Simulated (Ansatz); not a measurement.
# Si₂H₄+ (doublet): from Hartree-Fock to the top rungs, cc-pVDZ

One table from this session's results is given with a row withheld; the runs are named, their logs left out.

Computed with Ansatz 0.2.0, Gaussian basis. Level: cc-pVDZ, core rule «outside noble gas», up to 10 orbitals frozen.

Plan: UHF; CCSD(T) on ROHF; CCSD(T) on UHF; BCCD(T) on ROHF; CISD; CCSDT(Q) on ROHF; CCSDT(Q) on UHF; CASSCF and MRCISD+Q, 9 electrons in 9 orbitals; CASSCF and NEVPT2, 9 electrons in 9 orbitals.

26 further runs of the same task are left out: 10 that didn't finish, 16 set aside as unsound or not needed.

**The system**

The geometry is a PBE0/def2-TZVP stationary point (not a proven minimum) of the parent state, kept for this charge and spin.

6 atoms, charge 1, spin multiplicity 2.

Atoms are counted from 1 here; the program's logs count them from 0.

Bond lengths: Si1–Si2 2.317 Å, Si1–H3 1.489 Å, Si1–H4 1.485 Å, Si1–H5 1.489 Å, Si2–H6 1.492 Å. Angles: Si2–Si1–H3 111.5°, Si2–Si1–H4 106.9°, Si2–Si1–H5 111.5°, H3–Si1–H4 109.1°, H3–Si1–H5 108.6°, H4–Si1–H5 109.1°, Si1–Si2–H6 122.5°.

Set-up of the first run:

File in.yaml:

```yaml
crystal:
  periodic: [false, false, false]
  atoms:
    - {symbol: Si, position_ang: [0.000000, -0.042283, 1.106932]}
    - {symbol: Si, position_ang: [0.000000, 0.087730, -1.206301]}
    - {symbol: H, position_ang: [1.209065, -0.747364, 1.613865]}
    - {symbol: H, position_ang: [0.000001, 1.352573, 1.617487]}
    - {symbol: H, position_ang: [-1.209066, -0.747363, 1.613865]}
    - {symbol: H, position_ang: [-0.000001, -1.124200, -2.076363]}
basis:
  gaussian: {orbitals: cc-pVDZ}
total_charge: 1
magnetization: {spin_polarized: true, initial_magnetization: 1}
hamiltonian: {xc: hf}
output: {orbitals: {seedname: orbitals}}
```

Command:

```console
ansatz run in.yaml --threads 1 --pin off --events-out ev --progress --plain --max-ram 2393MiB
```

Among the steps run: UHF; CCSD(T) on ROHF; CCSD(T) on UHF; BCCD(T) on ROHF; CISD; CCSDT(Q) on ROHF; CCSDT(Q) on UHF; CASSCF and MRCISD+Q, 9 electrons in 9 orbitals; CASSCF and NEVPT2, 9 electrons in 9 orbitals.

One of the session's tables, all rows but one given; the rest of the session is left out.

```
           method  from UCCSDT(Q) (meV)
             ROHF               +5773.5
              UHF               +5712.2
             RMP2               +1381.9
             UMP2               +1378.1
             CISD                +636.1
            RCCSD                +180.4
            UCCSD                +178.3
         RCCSD(T)                 +40.8
         UCCSD(T)                     ?
          BCCD(T)                 +40.4
           RCCSDT                  +6.0
           UCCSDT                  +5.6
        RCCSDT(Q)                  +0.7
        UCCSDT(Q)                     0
  CASSCF frontier               +4172.0
  MRCISD frontier                +371.1
MRCISD+Q frontier                 +38.9
```

**Question.** Estimate the row for UCCSD(T).

**Answer.** from UCCSDT(Q) (meV): +40.6. In the column «from UCCSDT(Q) (meV)» it lies between BCCD(T) (+40.4) and RCCSD(T) (+40.8).

Not comparable, so not listed: CASSCF and NEVPT2, 9 electrons in 9 orbitals (they don't share determinant, frozen orbitals or solution with the rows shown, or repeat one).

Limits of these values: Restricted and unrestricted rows rest on different reference determinants; where their highest levels disagree by more than a few hundredths of an eV, they describe different states and don't form one ladder. Warnings in the runs' records: passed over end.
